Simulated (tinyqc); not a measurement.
Orbital energy against energy difference: ionisation energy by orbital energies and by energy differences in the 6-31g* basis, for HF, spin multiplicity 1. Computed by the program tinyqc with PySCF. The cation is unrestricted; errors are against CCSD(T) in this basis, not against experiment.

Geometry (angstrom):
```
atom,x,y,z
F,0.0000,0.0000,0.0000
H,0.0000,0.0000,0.8730
```

CCSD(T) difference in the same basis = 15.6536 eV

IP-EOM-CCSD = 15.3414 eV

First vertical ionisation energy (eV):
```
method,-e(HOMO),E(cation) - E,error of -e(HOMO),error of the difference
HF,17.232,14.37059,1.578,-1.283
LDA,8.410,16.30993,-7.244,0.656
PBE,8.295,15.89759,-7.359,0.244
B3LYP,10.367,15.96137,-5.287,0.308
PBE0,10.818,15.84151,-4.835,0.188
CAM-B3LYP,12.320,15.95191,-3.334,0.298
LC-wPBE,13.661,16.01889,-1.992,0.365
```

What does the comparison show, and why?

Koopmans errs by +1.58 eV and Delta-HF by -1.28 eV: relaxation, 2.86 eV, lowers the value and the missing correlation difference works against it. The PBE level is off by -7.4 eV through the wrong tail of its potential, though its energy difference is off by +0.24 eV; exact exchange deepens the level, and among the orbital energies HF comes closest; among the differences PBE0 does.
